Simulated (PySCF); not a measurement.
Molfile (atoms numbered from 1):
```
CCl3F
     RDKit          3D

  5  4  0  0  0  0  0  0  0  0999 V2000
    0.0603   -0.1410    1.3961 F   0  0  0  0  0  0  0  0  0  0  0  0
    0.0046   -0.0063    0.0667 C   0  0  0  0  0  0  0  0  0  0  0  0
   -0.4579    1.6606   -0.3126 Cl  0  0  0  0  0  0  0  0  0  0  0  0
    1.6028   -0.3706   -0.6039 Cl  0  0  0  0  0  0  0  0  0  0  0  0
   -1.2011   -1.1397   -0.5634 Cl  0  0  0  0  0  0  0  0  0  0  0  0
  1  2  1  0
  2  3  1  0
  2  4  1  0
  2  5  1  0
M  END
```

Geometry: GFN2-xTB; GIAO absolute shieldings from PySCF, gas phase, non-relativistic, averaged over equivalent atoms.

At KT2/6-31G* (82 basis functions, of the order of 5 core-seconds):
```csv
atoms,σ (ppm)
F1,152.0
C2,54.6
Cl3/Cl4/Cl5,385.2
```

Q: Estimate the result of repeating the calculation with PBE/6-31G*.

A: 
| atoms | σ at PBE/6-31G* | change |
| --- | --- | --- |
| F1 | 158.0 | +6.0 |
| C2 | 47.2 | -7.4 |
| Cl3/Cl4/Cl5 | 374.7 | -10.5 |

The largest change is at Cl3/Cl4/Cl5 (chlorine bonded to C). Cost: 82 basis functions, of the order of 5 core-seconds.

Carbons that carry Cl, above all several Cl atoms, come out too deshielded, partly because spin–orbit coupling is missing.
